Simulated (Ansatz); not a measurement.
## Pulling the pair apart

The pair of NH4⁺ (SMILES [NH4+], atoms 1–5) and CH3Cl (SMILES CCl, atoms 6–10), both closed shells, in one local arrangement (a lower one may exist), relaxed at PBE0-D4/def2-TZVP:

```xyz
10
angstrom
N 0.2477 0.3994 -2.0075
H -0.1502 1.2224 -2.4630
H -0.1936 -0.4392 -2.3870
H 0.0758 0.4601 -0.9693
H 1.2517 0.3672 -2.1899
C -0.2389 -0.5363 2.0947
Cl -0.3025 0.8986 1.0185
H -0.4430 -0.1712 3.0972
H 0.7572 -0.9644 2.0330
H -1.0042 -1.2367 1.7734
```

CH3Cl is shifted rigidly along the line between the mean atom positions of the two fragments (negative: closer). Counterpoise interaction energies in kJ/mol. Computed with Ansatz 0.2.0 (basis: def2-TZVPPD); correlated methods freeze the cores.

```
shift (Å)  PBE0-D4  r2SCAN-D4     HF
    -0.21    -57.5      -56.3  -31.6
    -0.10    -61.4      -60.2  -39.5
     0.00    -62.5      -61.3  -44.0
     0.10    -61.6      -60.5  -46.1
     0.25    -58.5      -57.4  -46.4
     0.52    -50.0      -49.3  -42.7
     1.04    -34.7      -34.2  -32.3
     2.07    -17.9      -17.9  -18.5
```

Q: What does CCSD(T) give at these shifts? (Judge from chemistry; the value comes from the calculation.)

A: By the calculation: -46.1, -51.5, -53.9, -54.2, -52.3, -45.7, -32.4, -17.4 kJ/mol. For zero shift, CCSD(T) at an estimated basis limit (MP2 extrapolated from triple and quadruple zeta, plus CCSD(T) − MP2 in triple zeta) gives -56.9 kJ/mol. These are counterpoise interaction energies, counted from the two frozen fragments.

No T1 diagnostic of these runs exceeds 0.008.

For scale, one of the runs: CCSD(T)/def2-TZVPPD, 244 basis functions, launched by `ansatz run in.yaml --threads 4 --pin off --events-out ev --progress --plain --max-ram 9574MiB`. The run took 61 s on 4 CPU threads of an Arm Neoverse V1 (shared host), with 4.8 GiB of host memory at its peak.
